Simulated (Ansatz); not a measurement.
H₆N₃P, SMILES `NP(N)N` at its PBE0-D4/def2-TZVP geometry, where that method's forces vanish. Charge 0, multiplicity 1.

```csv
atom,x (Å),y (Å),z (Å)
N1,-0.097,-1.525,-0.152
P2,0.267,-0.132,0.737
N3,-1.237,0.634,0.380
N4,1.177,0.971,-0.167
H5,0.524,-2.308,-0.027
H6,-0.428,-1.428,-1.104
H7,-1.267,1.577,0.745
H8,-2.017,0.109,0.754
H9,0.900,1.173,-1.119
H10,2.176,0.928,-0.046
```

Q: For each bond, give half the difference of the two atoms' forces along it (eV/Å; positive pushes the atoms apart) under PBE-D4, r2SCAN-D4, B3LYP-D4, ωB97M-V in def2-TZVPP. (Estimate.)

A: Computed: 
```csv
bond,length (Å),PBE-D4,r2SCAN-D4,B3LYP-D4,ωB97M-V
N1–P2,1.692,0.18,0.09,0.16,0.09
N1–H5,1.007,0.18,-0.01,-0.05,-0.03
N1–H6,1.012,0.20,0.03,-0.03,-0.07
P2–N3,1.725,0.33,0.16,0.19,0.06
P2–N4,1.692,0.18,0.09,0.16,0.09
N3–H7,1.012,0.20,0.01,-0.06,-0.04
N3–H8,1.012,0.20,0.01,-0.06,-0.04
N4–H9,1.012,0.20,0.03,-0.03,-0.07
N4–H10,1.007,0.18,-0.01,-0.05,-0.03
```

B3LYP here is the variant with VWN-RPA as its local correlation; programs differ in this.
